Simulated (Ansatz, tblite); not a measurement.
# Chalcopyrite CuGaSe2, band gap

Reference value: 1.67 eV (measured, temperature not stated, not corrected to a static lattice, direct or pseudo-direct at Γ; as tabulated in Ghosh et al. (2024), arXiv:2401.16805).

```tsv
level (code)	value (eV)	cell (Å³/atom)	difference (eV)
GFN1-xTB (tblite)	0.20	22.63	-1.47
GFN2-xTB (tblite)	1.49	24.76	-0.18
LDA+SOC (Ansatz)	0.04 (direct)	21.76	-1.63
PBE+SOC (Ansatz)	0.20 (direct)	21.76	-1.47
PBEsol+SOC (Ansatz)	0.13 (direct)	21.76	-1.54
r²SCAN+SOC (Ansatz)	0.61 (direct)	21.76	-1.06
HSE06+SOC (Ansatz)	1.37 (direct)	21.76	-0.30
```

Leaving aside GFN1-xTB, GFN2-xTB, which can be fitted to such values or carry a doubt: Closest of these to the reference: HSE06+SOC (-0.30 eV). Farthest off: LDA+SOC (-1.63 eV). Of these only HSE06+SOC lands within 0.5 eV. All 5 levels lie below the reference.

Semilocal Kohn–Sham gaps run low as a rule, and all computed values are for a static lattice, while measured ones hold electron–phonon shifts unless said otherwise. Levels without +SOC have no spin–orbit coupling; where heavier elements are present it shifts gaps, mostly down, and can invert bands.  GFN1-xTB, GFN2-xTB: the gap is read on the k mesh or supercell of the run alone and can be too large. GFN1-xTB, GFN2-xTB: the method was fitted mainly to molecules. Values are at the measured cell; GFN1-xTB at the level's own equilibrium cell; GFN2-xTB at the level's own relaxed cell. Cutoffs and k meshes differ between the levels. Ansatz's density-functional and Hartree–Fock values are scalar-relativistic unless marked +SOC, with PAW data made under PBE.

Differences are worked out from the printed values.

Ansatz is a quantum-chemistry and plane-wave program.
